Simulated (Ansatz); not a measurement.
**Na: from a first guess to the relaxed bcc type**

First guess:

```yaml
crystal:
  lattice:
    - [-2.01113, 2.01113, 2.01113]
    - [2.01113, -2.01113, 2.01113]
    - [2.01113, 2.01113, -2.01113]
  atoms:
    - { symbol: Na, position: [0.00000, 0.00000, 0.00000] }
```

Method: Ansatz 0.2.0, DFT, PBE, PAW with Ansatz's default frozen-core files, scalar-relativistic.

Cell and atoms relax within the symmetry of the start on a 13×13×13 k mesh with 0.08 eV Fermi–Dirac smearing.

The start is built from a prototype, known or not as a phase of this compound; the cutoff is 420 eV.

Task: What is the pressure of the first guess?

Result: 1.26 GPa.

Task: What does it relax to?

Result: a = 4.195 Å, b = 4.195 Å, c = 4.195 Å, α = 90.00°, β = 90.00°, γ = 90.00° (conventional cell), 36.91 Å³ per atom:
```
CELL_PARAMETERS angstrom
-2.09744 2.09744 2.09744
2.09744 -2.09744 2.09744
2.09744 2.09744 -2.09744
ATOMIC_POSITIONS crystal
Na 0.00000 0.00000 0.00000
```

Task: How much energy does the relaxation release?

Result: 16 meV/atom.
